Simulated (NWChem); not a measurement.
Atomisation of allene (C3H4)

```xyz
7

C      0.0000     0.0000     1.3078
C      0.0000     0.0000     0.0000
C      0.0000     0.0000    -1.3078
H      0.0000    -0.9368     1.8749
H      0.0000     0.9368     1.8749
H      0.9368     0.0000    -1.8749
H     -0.9368     0.0000    -1.8749
```
Charge 0, spin multiplicity 1.

Program: NWChem. The geometry was optimised at PBE0/def2-SVP, a minimum by its harmonic frequencies.

Basis set: def2-TZVP. The atomisation energy is electronic alone: no zero-point, thermal, spin-orbit or counterpoise terms. No value is extrapolated to the basis-set limit. Free atoms are single determinants with multiplicities C 3, H 2. Correlated methods freeze the same cores in atoms and molecule, 3 orbitals in all.

B3LYP has NWChem's definition, with VWN1-RPA local correlation. No SCF solution was tested for a lower state. Open-shell Hartree-Fock references start from PBE0 orbitals.

**Question.** For the atomisation energy, PBE gives 723.5 kcal/mol and B3LYP gives 703.3 kcal/mol. What do MP2, HF, CAM-B3LYP give?

**Answer.** MP2: 688.9 kcal/mol; HF: 520.9 kcal/mol; CAM-B3LYP: 704.5 kcal/mol.
